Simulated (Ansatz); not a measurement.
Frontier orbitals of C₄H₁₀S (`CSC(C)C`).

```xyz
15

C     0.0562   -1.7260   -1.1423
S    -1.2045   -0.4459   -1.1237
C    -0.5616    0.7235    0.1129
C    -0.4854    0.1221    1.5053
C     0.7494    1.3631   -0.3099
H     1.0262   -1.3419   -1.4610
H     0.1514   -2.2225   -0.1757
H    -0.2770   -2.4631   -1.8739
H    -1.3433    1.4909    0.1057
H    -0.2074    0.8889    2.2347
H     0.2733   -0.6629    1.5558
H    -1.4424   -0.3087    1.8025
H     0.6686    1.8118   -1.3009
H     1.0380    2.1420    0.4023
H     1.5585    0.6287   -0.3319
```

Total charge 0; spin multiplicity 1. Geometry: relaxed with PBE0-D4/def2-TZVP. It is one conformer, not always the lowest. Basis def2-TZVPP, Ansatz.

Orbital energies of one run (eV). Highest occupied ones, from the top: -4.97, -7.15, -7.97, -8.42, -9.10, -9.26, -9.83, -10.07, -10.47, -10.96, -11.49, -13.57, -15.91, -17.01. Empty: 0.08, 0.44, 1.07, 1.31, 1.64, 1.83.

(1) Which functional gave them?
A. CAM-B3LYP
B. LC-ωPBE
C. B97M-V
D. PBE

Results:

(1) D. HOMO energies: PBE -4.97, CAM-B3LYP -7.54, LC-ωPBE -8.93, B97M-V -5.32 eV.

LC-ωPBE has ω = 0.4 bohr⁻¹.
